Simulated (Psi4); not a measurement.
# doublet [F2]+: levels of theory compared

We compute a comparison of 5 runs (UHF/STO-3G, UDSD-PBEP86/cc-pVTZ, UHSE06/cc-pVTZ, UTPSSh/cc-pVTZ, UOMP2/cc-pVTZ) of doublet [F2]+. 

The calculation is run with Psi4 1.11.

1 further run of the same task is left out (set aside as unsound or not needed).

### 1 The structure to begin with

The species is [F2]+ (2 atoms), meant as a doublet with charge +1. As SMILES of the parent species, `FF`. Geometry: relaxed at PBE0-D4/def2-TZVP. That shape belongs to the parent species and isn't relaxed for this state.

Bond lengths: F1–F2 1.376 Å.

### 2 Energy and gradient at UHF/STO-3G (run 1)

f2.json reads:

```json
{
 "schema_name": "qcschema_input",
 "schema_version": 1,
 "molecule": {
  "schema_name": "qcschema_molecule",
  "schema_version": 2,
  "symbols": ["F", "F"],
  "geometry": [-1.10341108, 0.40137783, -0.55746921, 1.10341108, -0.40137783, 0.55746921],
  "molecular_charge": 1,
  "molecular_multiplicity": 2,
  "fix_symmetry": "c1"
 },
 "driver": "gradient",
 "model": {
  "method": "scf",
  "basis": "STO-3G"
 },
 "keywords": {
  "reference": "uhf",
  "puream": true,
  "e_convergence": 1e-09,
  "d_convergence": 1e-08,
  "scf_type": "pk",
  "maxiter": 200
 }
}
```

Launch:

```sh
$ psi4 --qcschema f2.json -n 1 --memory 1600MB
```

stdout:

```text
[...]
  Running in c1 symmetry.
[...]
  Nuclear repulsion =   31.159450805153512
[...]
  Multiplicity = 2
[...]
  Nalpha       = 9
  Nbeta        = 8
[...]
    Number of basis functions: 10
[...]
   @UHF iter   1:  -195.49528622778394   -4.74560e-01   1.53362e-02 DIIS/ADIIS
[...]
   @UHF iter   6:  -195.51314261705477   -1.42109e-11   9.05340e-10 DIIS
[...]
   @S^2 Observed:                7.503820297E-01
[...]
    Orbital Energies [Eh]
    ---------------------
    Alpha Occupied:
       1A    -26.864235     2A    -26.863314     3A     -2.289735
       4A     -1.980141     5A     -1.295542     6A     -1.240577
       7A     -1.185212     8A     -1.151495     9A     -1.094060
    Alpha Virtual:
      10A     -0.284595
    Beta Occupied:
       1A    -26.848233     2A    -26.847587     3A     -2.206398
       4A     -1.870169     5A     -1.213686     6A     -1.159147
[...]
  @UHF Final Energy:  -195.51314261705477
   => Energetics <=
    Nuclear Repulsion Energy =             31.1594508051535115
    One-Electron Energy =                -327.1948103867078430
    Two-Electron Energy =                 100.5222169644995063
    Total Energy =                       -195.5131426170547968
  UHF NO Occupations:
  HONO-2 :    7  A 2.0000000
  HONO-1 :    8  A 1.9998090
[...]
 Multipole Moments:
 ------------------------------------------------------------------------------------
     Multipole            Electronic (a.u.)      Nuclear  (a.u.)        Total (a.u.)
 ------------------------------------------------------------------------------------
 L = 1.  Multiply by 2.5417464519 to convert [e a0] to [Debye]
 Dipole X            :         -0.0000000            0.0000000           -0.0000000
 Dipole Y            :         -0.0000000            0.0000000           -0.0000000
 Dipole Z            :          0.0000000            0.0000000            0.0000000
 Magnitude           :                                                    0.0000000
[...]
  -Total Gradient:
     Atom            X                  Y                   Z
    ------   -----------------  -----------------  -----------------
       1       -0.174653035935    -0.000000000000    -0.000000000000
       2        0.174653035935     0.000000000000     0.000000000000
[...]
```

The result, in JSON:

```text
{
 "driver": "gradient",
 "model": {
  "method": "scf",
  "basis": "STO-3G"
 },
 "success": true,
 "return_result": [-0.17465303593548653, -1.9289503079338832e-16, -1.852934397408917e-15, 0.174653035935471, 1.928950307933893e-16, 1.8529343974089374e-15],
 "properties": {
  "calcinfo_nbasis": 10,
  "calcinfo_nmo": 10,
  "calcinfo_nalpha": 9,
  "calcinfo_nbeta": 8,
  "calcinfo_natom": 2,
  "nuclear_repulsion_energy": 31.15945080515351,
  "return_energy": -195.51314261705477,
  "return_gradient": [-0.17465303593548653, -1.9289503079338832e-16, -1.852934397408917e-15, 0.174653035935471, 1.928950307933893e-16, 1.8529343974089374e-15],
  "scf_one_electron_energy": -327.19481038670784,
  "scf_two_electron_energy": 100.5222169644995,
  "scf_dipole_moment": [-2.6645352591003757e-15, -2.0929386501514176e-17, 1.2130529870387585e-15],
  "scf_total_energy": -195.51314261705477,
  "scf_total_gradient": [-0.17465303593548653, -1.9289503079338832e-16, -1.852934397408917e-15, 0.174653035935471, 1.928950307933893e-16, 1.8529343974089374e-15],
  "scf_iterations": 6
 }
}
```

Run time: 1.2 s. Hardware: 1 thread of Intel Xeon 6975P-C (Granite Rapids), shared host; peak memory 0.18 GiB.

### 3 The energy at UDSD-PBEP86/cc-pVTZ (density fitting for correlation) (run 2)

input.json reads:

```json
{
  "schema_name": "qcschema_input",
  "schema_version": 1,
  "molecule": {
    "schema_name": "qcschema_molecule",
    "schema_version": 2,
    "symbols": ["F", "F"],
    "geometry": [-1.10341108, 0.40137783, -0.55746921, 1.10341108, -0.40137783, 0.55746921],
    "molecular_charge": 1,
    "molecular_multiplicity": 2,
    "fix_symmetry": "c1",
    "fix_com": true,
    "fix_orientation": true
  },
  "driver": "energy",
  "model": {
    "method": "dsd-pbep86",
    "basis": "cc-pVTZ"
  },
  "keywords": {
    "reference": "uks",
    "puream": true,
    "e_convergence": 1e-09,
    "d_convergence": 1e-08,
    "scf_type": "pk",
    "dft_radial_points": 99,
    "dft_spherical_points": 590,
    "num_frozen_docc": 2,
    "maxiter": 200
  }
}
```

Launch:

```sh
$ psi4 --qcschema input.json -n 1 --memory 1600MB
```

stdout:

```text
[...]
  Running in c1 symmetry.
[...]
  Nuclear repulsion =   31.159450805153512
[...]
  Multiplicity = 2
[...]
  Nalpha       = 9
  Nbeta        = 8
[...]
    Number of basis functions: 60
[...]
   @UKS iter   1:  -198.36746935076678    2.33925e-01   9.43350e-03 DIIS/ADIIS
[...]
   @UKS iter  10:  -198.47539889934279   -3.32534e-12   3.03533e-09 DIIS
[...]
   @S^2 Observed:                7.612117482E-01
[...]
    Orbital Energies [Eh]
    ---------------------
    Alpha Occupied:
       1A    -26.434535     2A    -26.434331     3A     -2.173792
       4A     -1.889455     5A     -1.285463     6A     -1.226482
       7A     -1.214355     8A     -1.148141     9A     -1.083634
    Alpha Virtual:
      10A     -0.471429    11A      0.378540    12A      0.397337
      13A      0.404148    14A      0.528863    15A      0.537753
      16A      0.559417    17A      0.642508    18A      1.229529
      19A      1.303509    20A      1.330062    21A      1.504784
      22A      1.505212    23A      1.757205    24A      1.757502
      25A      1.832315    26A      2.259743    27A      2.291477
[...]
  @UKS Final Energy:  -198.47539889934279
   => Energetics <=
    Nuclear Repulsion Energy =             31.1594508051535115
    One-Electron Energy =                -331.0902716654142068
    Two-Electron Energy =                 107.1964745624054558
    DFT Exchange-Correlation Energy =      -5.7410526014875254
    Empirical Dispersion Energy =           0.0000000000000000
    VV10 Nonlocal Energy =                  0.0000000000000000
    Total Energy =                       -198.4753988993427924
[...]
 Multipole Moments:
 ------------------------------------------------------------------------------------
     Multipole            Electronic (a.u.)      Nuclear  (a.u.)        Total (a.u.)
 ------------------------------------------------------------------------------------
 L = 1.  Multiply by 2.5417464519 to convert [e a0] to [Debye]
 Dipole X            :          0.0000000            0.0000000            0.0000000
 Dipole Y            :         -0.0000000            0.0000000           -0.0000000
 Dipole Z            :          0.0000000            0.0000000            0.0000000
 Magnitude           :                                                    0.0000000
[...]
```

The result, in JSON:

```text
{
 "driver": "energy",
 "model": {
  "method": "dsd-pbep86",
  "basis": "cc-pVTZ"
 },
 "success": true,
 "return_result": -198.76452910246067,
 "properties": {
  "calcinfo_nbasis": 60,
  "calcinfo_nmo": 60,
  "calcinfo_nalpha": 9,
  "calcinfo_nbeta": 8,
  "calcinfo_natom": 2,
  "nuclear_repulsion_energy": 31.15945080515351,
  "return_energy": -198.76452910246067,
  "scf_one_electron_energy": -331.0902716654142,
  "scf_two_electron_energy": 107.19647456240546,
  "scf_xc_energy": -5.741052601487525,
  "scf_dipole_moment": [1.3870626869305624e-11, -5.044409334686861e-12, 7.004938296084617e-12],
  "scf_total_energy": -198.4753988993428,
  "scf_iterations": 10
 }
}
```

It took 3.9 s on 1 thread of Intel Xeon 6975P-C (Granite Rapids), shared host; peak memory 0.43 GiB.

Runs 3 to 4 aren't shown in full; the table further down has their settings and results.

### 4 A single-point energy at UOMP2/cc-pVTZ (density fitting for correlation) (run 5)

job.dat reads:

```
memory 1600 MB

molecule {
  1 2
  F     -0.583900     0.212400    -0.295000
  F      0.583900    -0.212400     0.295000
  units angstrom
  symmetry c1
  no_reorient
  no_com
}

set basis cc-pVTZ
set reference uhf
set puream true
set e_convergence 1e-09
set d_convergence 1e-08
set scf_type pk
set num_frozen_docc 2
set maxiter 200

e, wfn = energy('omp2', return_wfn=True)
print_variables()
```

Launch:

```sh
$ psi4 -n 1 job.dat job.out
```

job.out:

```text
[...]
  Running in c1 symmetry.
[...]
  Nuclear repulsion =   31.159450748216873
[...]
  Multiplicity = 2
[...]
  Nalpha       = 9
  Nbeta        = 8
[...]
    Number of basis functions: 60
[...]
   @UHF iter   1:  -198.04087343556961    1.41990e-01   1.01952e-02 DIIS/ADIIS
[...]
   @UHF iter  11:  -198.16961917583458   -2.84217e-13   1.40252e-09 DIIS
[...]
   @S^2 Observed:                7.684704748E-01
[...]
    Orbital Energies [Eh]
    ---------------------
    Alpha Occupied:
       1A    -27.015366     2A    -27.015085     3A     -2.324301
       4A     -2.031852     5A     -1.392937     6A     -1.328912
       7A     -1.268316     8A     -1.252103     9A     -1.181941
    Alpha Virtual:
      10A     -0.382238    11A      0.448458    12A      0.468026
      13A      0.474487    14A      0.602327    15A      0.605890
      16A      0.628383    17A      0.733596    18A      1.326287
      19A      1.408747    20A      1.435974    21A      1.609526
      22A      1.609964    23A      1.865522    24A      1.865816
      25A      1.958267    26A      2.381571    27A      2.414336
[...]
  @UHF Final Energy:  -198.16961917583458
   => Energetics <=
    Nuclear Repulsion Energy =             31.1594507482168730
    One-Electron Energy =                -330.9971681392817118
    Two-Electron Energy =                 101.6680982152302306
    Total Energy =                       -198.1696191758345833
  UHF NO Occupations:
  HONO-2 :    7  A 1.9992479
  HONO-1 :    8  A 1.9921002
[...]
 Multipole Moments:
 ------------------------------------------------------------------------------------
     Multipole            Electronic (a.u.)      Nuclear  (a.u.)        Total (a.u.)
 ------------------------------------------------------------------------------------
 L = 1.  Multiply by 2.5417464519 to convert [e a0] to [Debye]
 Dipole X            :          0.0000000            0.0000000            0.0000000
 Dipole Y            :         -0.0000000            0.0000000           -0.0000000
 Dipole Z            :          0.0000000            0.0000000            0.0000000
 Magnitude           :                                                    0.0000000
[...]
	Warning: cc_lambda option is changed to TRUE
	For this residual convergence, default PCG convergence is:     1.00e-07
[...]
	DF-SCS-MP2 Total Energy (a.u.)     :  -198.69622840092188
	DF-SOS-MP2 Total Energy (a.u.)     :  -198.68692506589065
[...]
	DF-SCS-OMP2 Total Energy (a.u.)    :  -198.71420639792981
	DF-SOS-OMP2 Total Energy (a.u.)    :  -198.66041298970254
	DF-SCS(N)-OMP2 Total Energy (a.u.) :  -198.42931365089774
[...]
	DF-OMP2 Total Energy (a.u.)        :  -198.73593845870531
[...]
```

It took 4.5 s on 1 thread of Intel Xeon 6975P-C (Granite Rapids), shared host; peak memory 0.23 GiB.

### 5 Overview of the runs

```
run                                                  level      task  frozen core orbitals  energy (Eh)  HOMO energy (eV)  LUMO energy (eV)   ⟨S²⟩  wall time
  1                                             UHF/STO-3G  gradient                     0  -195.513143            -26.56            -12.54  0.750      1.2 s
  2  UDSD-PBEP86/cc-pVTZ (density fitting for correlation)    energy                     2  -198.764529            -27.94            -16.50  0.761      3.9 s
  3                                         UHSE06/cc-pVTZ    energy                     0  -198.838625            -23.89            -20.31  0.753      7.5 s
  4                                         UTPSSh/cc-pVTZ  gradient                     0  -199.016667            -23.01            -20.59  0.753      8.7 s
  5        UOMP2/cc-pVTZ (density fitting for correlation)    energy                     2  -198.735938            -28.66            -14.22  0.768      4.5 s
```

### 6 What came out

| quantity | value |
| --- | --- |
| run 5: total energy | -198.73594 Eh |
| run 5: HOMO energy (Hartree–Fock orbitals) (highest over α and β) | -28.66 eV |
| run 5: LUMO energy (Hartree–Fock orbitals) (lowest over α and β) | -14.22 eV |
| run 5: correlation energy (2 core orbitals frozen) | -566.3 mEh |
| run 5: ⟨S²⟩ of the reference determinant | 0.768 |

Totals of different functionals can't be ranked against each other. In run 1 the basis is minimal, so the values are rough. All runs together took 26 s, the longest 8.7 s.
